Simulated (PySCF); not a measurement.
Ligands exchanged one at a time, Al H-Cl. Gas-phase values, no solvent. Strings in code marks are SMILES.

The LUMO from two functionals at the same geometries (PBE0-D3(BJ)/def2-TZVP), both in PySCF: PBE-D3(BJ)/def2-TZVP and PBE0-D3(BJ)/def2-TZVP. 

| species | PBE0-D3(BJ)/def2-TZVP (eV) |
|---|---|
| 0 of 3 H replaced by Cl (`[AlH3]`) | -1.75 |
| 1 of 3 H replaced by Cl (`[Cl][AlH2]`) | -1.63 |
| 2 of 3 H replaced by Cl (`[Cl][AlH][Cl]`) | -1.43 |
| 3 of 3 H replaced by Cl (`[Cl][Al]([Cl])[Cl]`) | -1.26 |

Task: What does PBE-D3(BJ)/def2-TZVP give for each?

Result: 
- 0 of 3 H replaced by Cl (`[AlH3]`): -2.53
- 1 of 3 H replaced by Cl (`[Cl][AlH2]`): -2.40
- 2 of 3 H replaced by Cl (`[Cl][AlH][Cl]`): -2.19
- 3 of 3 H replaced by Cl (`[Cl][Al]([Cl])[Cl]`): -2.11
Over these rows, drawn at random from the members with no instability flagged (it was tested for open shells, ions and some series alone), PBE minus PBE0-D3(BJ): mean -0.79 eV, from -0.85 eV to -0.76 eV.
